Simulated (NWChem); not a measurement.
System: N$_{2}$H cation; SMILES N#[NH+]

```xyz
3

N      0.0000     0.0000     0.6578
N      0.0000     0.0000    -0.4350
H      0.0000     0.0000    -1.4794
```
Atoms are numbered in this order, from 1.

All runs: NWChem. All runs use the structure optimised with PBE0/def2-SVP. Vzz is the largest principal value of the second derivative of the potential at the nucleus (NWChem prints the opposite sign); η is the asymmetry. Non-relativistic.

```csv
level,Vzz N1 (a.u.),η N1,Vzz N2 (a.u.),η N2
CAM-B3LYP/def2-SVP,-1.116,0.00,-0.127,0.00
CAM-B3LYP/def2-TZVP,-1.338,0.00,-0.334,0.00
PBE0/def2-SVP,-1.078,0.00,-0.101,0.00
PBE0/def2-TZVP,(withheld),0.00,(withheld),0.00
```

Some entries are withheld; supply them.


- PBE0/def2-TZVP, Vzz N1 (a.u.): -1.285
- PBE0/def2-TZVP, Vzz N2 (a.u.): -0.307
